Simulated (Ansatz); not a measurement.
# SiHClF radical (SMILES F[SiH]Cl): functionals against CCSD(T) at one geometry

Aim: energy, forces and dipole at a frame of a short trajectory, from CCSD(T) and from density functionals.

Method: single points in def2-TZVPP; program: Ansatz 0.2.0, Gaussian basis.

Cores are frozen in the correlated methods. Orbitals are unrestricted.

## Step 1: Starting geometry

SMILES `F[SiH]Cl`, 4 atoms, charge 0, spin multiplicity 2.

Atoms are counted from 1 here; the program's logs count them from 0.

Bond lengths: F1–Si2 1.620 Å, Si2–Cl3 2.044 Å, Si2–H4 1.656 Å. Angles: F1–Si2–Cl3 99.5°, F1–Si2–H4 100.0°, Cl3–Si2–H4 109.5°.

Coordinates:

```xyz
4

F    -0.9126   -0.3456    1.0749
Si   -0.2404   -0.2273   -0.3943
Cl    1.7161   -0.5494    0.1031
H    -0.4767    1.3844   -0.6907
```

## Step 2: PBE-D4/def2-TZVPP

Contents of run/in.yaml:

```yaml
crystal:
  periodic: [false, false, false]
  atoms:
    - {symbol: F, position_ang: [-0.912603, -0.345568, 1.074881]}
    - {symbol: Si, position_ang: [-0.240443, -0.227270, -0.394271]}
    - {symbol: Cl, position_ang: [1.716083, -0.549418, 0.103098]}
    - {symbol: H, position_ang: [-0.476654, 1.384372, -0.690705]}
basis:
  gaussian: {orbitals: def2-TZVPP}
magnetization: {spin_polarized: true, initial_magnetization: 1}
hamiltonian: {xc: pbe, dispersion: d4}
output: {forces: true}
```

On the command line:

```console
$ ansatz run in.yaml --threads 2 --pin off --events-out ev --progress --plain --max-ram 3481MiB
```

## Step 3: r2SCAN-D4/def2-TZVPP

Edit run/in.yaml of step 2 so:

```diff
@@ -10,3 +10,3 @@
 magnetization: {spin_polarized: true, initial_magnetization: 1}
-hamiltonian: {xc: pbe, dispersion: d4}
+hamiltonian: {xc: r2scan, dispersion: d4}
 output: {forces: true}
```

## Step 4: PBE0-D4/def2-TZVPP

Edit run/in.yaml of step 3 so:

```diff
@@ -10,3 +10,3 @@
 magnetization: {spin_polarized: true, initial_magnetization: 1}
-hamiltonian: {xc: r2scan, dispersion: d4}
-output: {forces: true}
+hamiltonian: {xc: pbe0, dispersion: d4}
+output: {forces: true, orbitals: {seedname: orbitals}}
```

## Step 5: wB97M-V/def2-TZVPP

Edit run/in.yaml of step 4 so:

```diff
@@ -10,3 +10,3 @@
 magnetization: {spin_polarized: true, initial_magnetization: 1}
-hamiltonian: {xc: pbe0, dispersion: d4}
-output: {forces: true, orbitals: {seedname: orbitals}}
+hamiltonian: {xc: {name: wB97M-V}}
+output: {forces: true}
```

## Step 6: CCSD(T)/def2-TZVPP

Edit run/in.yaml of step 5 so:

```diff
@@ -10,3 +10,4 @@
 magnetization: {spin_polarized: true, initial_magnetization: 1}
-hamiltonian: {xc: {name: wB97M-V}}
+correlation: {method: ccsd_t}
+scf: {omitted_lower_state_checks: [cluster_reference]}
 output: {forces: true}
```

(Steps that only read results are left out.)

**Question.** What will these runs give? Wanted: energy less free atoms, CCSD(T)/def2-TZVPP; RMS force component; RMS force error; HOMO and LUMO, PBE0-D4; T1 diagnostic.

**Answer**, as computed:

| quantity | value |
| --- | --- |
| energy less free atoms, CCSD(T)/def2-TZVPP | -282.7 kcal/mol |
| RMS force component | 0.777 to 0.987 eV/Å over the methods |
| RMS force error | PBE-D4 0.338, r2SCAN-D4 0.075, PBE0-D4 0.071, wB97M-V 0.109 eV/Å |
| HOMO and LUMO, PBE0-D4 | -7.33 and -3.55 eV |
| T1 diagnostic | 0.015 |

In words: Against CCSD(T) the functionals' energies less atoms differ by -17.1 to -8.9 kcal/mol, PBE-D4 by -17.1 kcal/mol. The reference is not at the basis limit: in triple zeta CCSD(T) underbinds, which counts against methods that bind more; the gaps are no ranking. The forces of PBE0-D4 come nearest to CCSD(T), those of PBE-D4 are farthest.
